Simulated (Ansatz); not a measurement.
# Band gap of hexagonal-diamond Ge (model structure) at several levels of theory

No measured value is used here.

| level (code) | value (eV) | cell (Å³/atom) |
|---|---|---|
| LDA (Ansatz) | 0.00 | 22.16 |
| PBEsol (Ansatz) | 0.00 | 22.81 |
| r²SCAN (Ansatz) | 0.10 | 22.82 |
| HSE06 (Ansatz) | 0.35 | 22.94 |
| PBE0 (Ansatz) | 1.00 | 22.82 |

Computed values are for a static lattice. Levels without +SOC have no spin–orbit coupling; where heavier elements are present it shifts gaps, mostly down, and can invert bands. A gap of zero means that the bands touch or overlap; how far they overlap is not shown.  LDA, PBEsol, r²SCAN, HSE06, PBE0: the gap is read on the k mesh or supercell of the run alone and can be too large. Values are at the level's own equilibrium cell; PBE0 at the r²SCAN cell. K meshes differ between the levels. Ansatz's density-functional and Hartree–Fock values are scalar-relativistic unless marked +SOC, with PAW data made under PBE.

A model structure was made by putting elements into a prototype or built by hand; it is no filed structure, need not be a known phase, and can be a saddle point held by its symmetry.

Ansatz is an electronic-structure program.
